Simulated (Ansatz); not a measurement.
```yaml
crystal:
  periodic: [false, false, false]
  atoms:
    - {symbol: Hf, position_ang: [0.044708, 0.000215, -0.151960]}
    - {symbol: O, position_ang: [1.681362, 0.012517, 0.502460]}
    - {symbol: F, position_ang: [-0.928535, 1.451676, 0.501227]}
    - {symbol: F, position_ang: [-0.907445, -1.464242, 0.503298]}
basis:
  gaussian: {orbitals: def2-TZVP}
hamiltonian: {xc: pbe0}
relax: {f_tol: 0.004, max_steps: 80}
```

```sh
$ ansatz run in.yaml --threads 1 --pin off --events-out ev --progress --plain --max-ram 2176MiB
```

Steps of the relaxation (energy above the last step; positions in Å, forces in eV/Å):

```
4
step 1, 145.8 meV
Hf    0.045    0.000   -0.152    1.335    0.009   -0.899
O     1.681    0.013    0.502   -0.064    0.000   -0.003
F    -0.929    1.452    0.501   -0.646    1.402    0.450
F    -0.907   -1.464    0.503   -0.626   -1.411    0.452
```

```
4
step 2, 21.2 meV
Hf    0.021    0.000   -0.123    0.365    0.003    0.213
O     1.669    0.012    0.498   -0.298   -0.002   -0.164
F    -0.911    1.556    0.489   -0.035    0.213   -0.025
F    -0.889   -1.568    0.491   -0.032   -0.213   -0.024
```

```
4
step 3, 2.3 meV
Hf   -0.014    0.000   -0.032    0.027    0.000    0.143
O     1.668    0.012    0.473   -0.184   -0.001   -0.055
F    -0.894    1.655    0.456    0.080   -0.176   -0.044
F    -0.870   -1.667    0.458    0.077    0.177   -0.044
```

```
4
step 4, 0.1 meV
Hf   -0.010    0.000   -0.041   -0.013    0.000   -0.031
O     1.666    0.012    0.476    0.020    0.000    0.013
F    -0.895    1.637    0.459   -0.004    0.013    0.009
F    -0.871   -1.650    0.462   -0.003   -0.013    0.009
```

```
4
step 6, 0.0 meV
Hf   -0.009    0.000   -0.046   -0.003    0.000    0.000
O     1.665    0.012    0.477    0.001    0.000    0.001
F    -0.894    1.636    0.461    0.001   -0.001    0.000
F    -0.871   -1.648    0.463    0.001    0.001    0.000
```

Close pairs at the end: Hf1–O2 1.754 Å, Hf1–F4 1.928 Å, Hf1–F3 1.928 Å.

A stationary point of restricted PBE0 after 6 steps (its stability towards spin polarisation wasn't tested); no frequencies were run, so it isn't proven a minimum. 31 s on 1 thread of Arm Neoverse V1, shared host.
